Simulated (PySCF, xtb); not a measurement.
Si(Cl)4 anion (Cl4Si), SMILES Cl[Si](Cl)(Cl)Cl (connectivity only; charge and spin as stated), charge -1, multiplicity 2.

Harmonic wavenumbers (cm⁻¹) from xtb with GFN2-xTB at its own minimum, in rising order: 87, 126, 138, 167, 180, 197, 197, 388, 419.

### Question
What does PBE0-D3(BJ)/def2-SVPD run with PySCF give at its own minimum? (The exact figures need the calculation; the answer reports its results.)

### Answer
93, 119, 145, 180, 198, 260, 375, 459, 482. Paired by order, the mean absolute difference is 47 cm⁻¹ and the zero-point energies are 2.7 and 3.3 kcal/mol.
